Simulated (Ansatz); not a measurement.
Relaxing Ni2Sb

Computed with DFT PBE, scalar-relativistic, plane waves, PAW (Ansatz). Cutoff 420 eV, Γ-centred k mesh, Gaussian smearing, collinear spin, first started from parallel moments.

The start puts Ni2Sb on the cubic Laves (C15) structure type (Fd-3m, No. 227), with Sb in place of Mg, Ni in place of Cu, at a guessed volume.

```
Ni Sb
1.0
     0.00000    3.62749    3.62749
     3.62749    0.00000    3.62749
     3.62749    3.62749    0.00000
Ni Sb
4 2
Direct
  0.62500 0.62500 0.62500
  0.12500 0.62500 0.62500
  0.62500 0.62500 0.12500
  0.62500 0.12500 0.62500
  0.00000 0.00000 0.00000
  0.25000 0.25000 0.25000
```

Cell and atoms relax at zero pressure; the relaxation can't lower the symmetry of the start. After a coarse first stage the cell is made exact in the group found at 0.06 Å.

The zero of energy is the elements' standard structures at the same level; no fitted shifts are applied.

**Question.** What does it relax into?

**Answer.** It keeps Fd-3m (No. 227). The result has the cubic Laves (C15) structure. Conventional cell: a = 7.067 Å. Ni is coordinated by 6 Ni at 2.50 Å and 6 Sb at 2.93 Å; Sb is coordinated by 12 Ni at 2.93 Å and 4 Sb at 3.06 Å.

```
Ni Sb
1.0
     0.00000    3.53356    3.53356
     3.53356    0.00000    3.53356
     3.53356    3.53356    0.00000
Ni Sb
4 2
Direct
  0.62500 0.62500 0.62500
  0.12500 0.62500 0.62500
  0.62500 0.62500 0.12500
  0.62500 0.12500 0.62500
  0.00000 0.00000 0.00000
  0.25000 0.25000 0.25000
```

**Question.** What are its volume, energy, gap and moment?

**Answer.** The volume per atom is 14.71 Å³. The density is 9.00 g/cm³, the energy over the elements is 0.10 eV/atom and the gap on the 10×10×10 mesh is 0 eV (a metal). The net moment per atom is 0.24 μB. The largest site moment is 0.38 μB.

The final run used a 10×10×10 mesh on its 6-atom cell and 0.10 eV smearing. For metals, differences of a few meV/atom aren't resolved. Spin–orbit coupling is left out. A structure relaxed within its symmetry needn't be a true minimum.

Cost: 3 runs of about 5.1 core-minutes in all, on Intel Xeon Processor @ 2.50GHz (Skylake/Cascade Lake) (shared hosts).